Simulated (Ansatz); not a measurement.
The first iterations of a band of C2H4OS (8 atoms, charge 0, multiplicity 1).

Theory: Ansatz 0.2.0, RKS PBE0-D4/def2-SVP.

```yaml
movable_images: 7
climbing_image: yes
spring: 2.0 to 10.0 eV/Å², energy-weighted
optimiser: quadratic models (default)
start_path: through a guess of the saddle point
force_threshold: 0.03 eV/Å
iteration_limit: 60
end_points: relaxed
```

First end point:

```xyz
8
Properties=species:S:1:pos:R:3
O -1.156 0.939 0.615
C -0.615 -0.149 -0.004
C 0.781 -0.173 -0.480
S 0.476 -1.288 0.926
H -0.520 1.268 1.264
H -1.374 -0.649 -0.616
H 1.009 -0.657 -1.436
H 1.400 0.708 -0.268
```

Last end point:

```xyz
8
Properties=species:S:1:pos:R:3
O -0.766 0.830 1.081
C -0.494 -0.159 0.162
C 0.841 -0.218 -0.480
S 0.529 -1.519 0.744
H -1.237 1.536 0.621
H -1.358 -0.481 -0.440
H 0.928 -0.540 -1.524
H 1.556 0.551 -0.165
```

| iteration | highest image above the first end (eV) | largest band force component (eV/Å) |
| --- | --- | --- |
| 1 | 0.813 | 10.008 |
| 2 | 0.195 | 1.186 |

Question: Does the band converge within its limit, and where does its top end?

Answer: The run converged. It ended after 8 iterations with the highest image 0.166 eV above the first end. Another band between the same ends (7 images) ends at a top of the same energy, where a vibrational analysis finds 1 clearly imaginary mode.

Time of the run: 2.8 min on 1 thread of Arm Neoverse V1, on a shared host, peak memory 0.15 GiB.
